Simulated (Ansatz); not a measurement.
# SbI₃ (R-3, No. 148)

The numbers are results of LDA in Ansatz (PAW), not measurements.

Numerical settings: plane-wave cutoff 500 eV, 6×6×6 k mesh, gaussian smearing 0.02 eV, scalar-relativistic PAW data made under PBE.

Cell (relaxed at this level):

```cif
data_I18Sb6
_chemical_formula_sum 'Sb6 I18'
_space_group_name_H-M_alt 'R-3 :H'
_space_group_IT_number 148
_space_group_name_Hall '-R 3'
_cell_length_a 7.27853
_cell_length_b 7.27853
_cell_length_c 19.89776
_cell_angle_alpha 90.000
_cell_angle_beta 90.000
_cell_angle_gamma 120.000
loop_
_atom_site_label
_atom_site_type_symbol
_atom_site_symmetry_multiplicity
_atom_site_Wyckoff_symbol
_atom_site_fract_x
_atom_site_fract_y
_atom_site_fract_z
_atom_site_occupancy
Sb1 Sb 6 c 0.00000 0.00000 0.16696 1
I1 I 18 f 0.00095 0.33143 0.25511 1
```
(The calculation used a cell of 8 atoms; values per cell refer to that cell.)

```
Quantity                       Result
--------  ---------------------------
band gap  1.87 eV (on the SCF k mesh)
```

Measured, for comparison: band gap 2.1 eV (room temperature, not corrected to a static lattice, indirect, our sources range from 2.10 to 2.22; as tabulated in Huang et al. (2020), arXiv:2008.08959).

Note: the relaxation could not lower the start's symmetry, so the cell can be a saddle point above a distorted one; the volume lies 10 % below that of the published cell.

Spin–orbit coupling is not included; with these elements it can move the gap by several tenths of an eV or more.

Static lattice: no zero-point or thermal effects.

Ansatz is a first-principles code.
